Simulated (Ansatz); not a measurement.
C3H4, SMILES `C#CC`: measurement beside calculation (Ansatz, PBE0-D4/def2-TZVP geometry).

```xyz
7

C     0.7544    0.7036    1.3514
C     0.2220    0.2071    0.3977
C    -0.4212   -0.3928   -0.7545
H     1.2266    1.1439    2.1971
H    -1.1330   -1.1622   -0.4463
H    -0.9644    0.3586   -1.3322
H     0.3156   -0.8582   -1.4133
```

Measured: 8545.876998 ± 6e-06 MHz (ground-state B0 of main isotopolog CH3CCH, rotational spectroscopy, refit of earlier line data); 8545.9 MHz (B0, ground vibrational state, rotational spectroscopy, earlier work). Source: Rotational spectroscopy of singly $^{13}$C substituted isotopomers of propyne and determination of a semi-empirical equilibrium structure, 2020 (arxiv:2001.11907); Rotational spectroscopy as a tool to investigate interactions between vibrational polyads in symmetric top molecules: low-lying states $v_8 \le 2$ of methyl cyanide, CH$_3$CN, 2015 (arxiv:1502.06867).

```tsv
constant	measured (MHz)	computed (MHz)	error (%)
B	8546	8644	1.1
B	8546	8644	1.1
```

Computed constants are equilibrium values for the main isotopes; measured ground-state ones include zero-point motion, which usually lowers them by up to about 1 %.

Measured: 330.9 cm⁻¹ (lowest bending fundamental, CCC bend (E), high-resolution spectroscopy, earlier work). Source: Rotational spectroscopy as a tool to investigate interactions between vibrational polyads in symmetric top molecules: low-lying states $v_8 \le 2$ of methyl cyanide, CH$_3$CN, 2015 (arxiv:1502.06867).

Harmonic PBE0-D4 wavenumbers (cm⁻¹, unscaled): 353, 353, 672, 672, 963, 1047, 1047, 1404, 1468, 1468, 2246, 3052, 3123, 3123, 3485. Fundamentals include anharmonicity and usually lie a few per cent under these; harmonic values from spectra compare directly.

Enthalpy of formation at 298 K: 44.2 kcal/mol (zero for an element's reference state; older measured values of the G2 set, as listed by Staroverov and co-workers, J. Chem. Phys. 119, 12129, 2003). With their computed zero-point and thermal terms and the atoms' enthalpies of Curtiss and co-workers (1997) it gives an electronic atomization energy of 704.9 kcal/mol.

```csv
level,atomization (kcal/mol),error,error per bond
LDA (SPW92),801.7,96.9,16.1
PBE-D4,723.0,18.1,3.0
revPBE-D4,705.4,0.6,0.1
BLYP-D4,705.8,1.0,0.2
r2SCAN-D4,705.1,0.3,0.0
B97M-V,704.6,-0.3,0.0
PBE0-D4,709.4,4.6,0.8
B3LYP-D4,705.6,0.8,0.1
r2SCANh-D4,701.0,-3.9,-0.6
r2SCAN0-D4,694.9,-9.9,-1.7
HSE06-D4,710.0,5.1,0.9
BHLYP-D4,684.1,-20.8,-3.5
CAM-B3LYP-D4,706.6,1.8,0.3
ωB97X-V,701.7,-3.1,-0.5
ωB97M-V,705.5,0.7,0.1
B2PLYP,700.8,-4.0,-0.7
PBE-QIDH,703.2,-1.6,-0.3
PBE,721.1,16.2,2.7
revPBE,698.5,-6.3,-1.1
BLYP,701.6,-3.3,-0.5
r2SCAN,704.7,-0.2,0.0
PBE0,707.9,3.0,0.5
B3LYP,702.6,-2.2,-0.4
r2SCANh,700.5,-4.4,-0.7
r2SCAN0,694.4,-10.4,-1.7
HSE06,708.6,3.7,0.6
BHLYP,682.1,-22.8,-3.8
CAM-B3LYP,705.1,0.3,0.0
LC-ωPBE,702.8,-2.0,-0.3
HF/def2-TZVPP,524.2,-180.7,-30.1
MP2/def2-TZVPP,700.7,-4.1,-0.7
SCS-MP2/def2-TZVPP,696.4,-8.5,-1.4
CCSD/def2-TZVPP,676.2,-28.6,-4.8
CCSD(T)/def2-TZVPP,687.0,-17.8,-3.0
HF/def2-QZVPP,524.8,-180.1,-30.0
MP2/def2-QZVPP,710.1,5.3,0.9
SCS-MP2/def2-QZVPP,707.0,2.2,0.4
CCSD/def2-QZVPP,684.6,-20.2,-3.4
CCSD(T)/def2-QZVPP,696.2,-8.7,-1.4
HF/CBS(def2),524.9,-180.0,-30.0
MP2/CBS(def2),716.8,11.9,2.0
CCSD/CBS(def2),690.5,-14.3,-2.4
CCSD(T)/CBS(def2),702.6,-2.2,-0.4
```

Functionals use def2-TZVPP; B3LYP here is the variant with VWN-RPA as its local correlation; programs differ in this. The calculations leave out spin–orbit coupling, scalar relativity and, for the correlated methods, core correlation; together these are worth up to about 1 kcal/mol a heavy atom. HSE06 is defined as in plane-wave codes. CBS extrapolates def2-TZVPP and def2-QZVPP. T1 = 0.011.
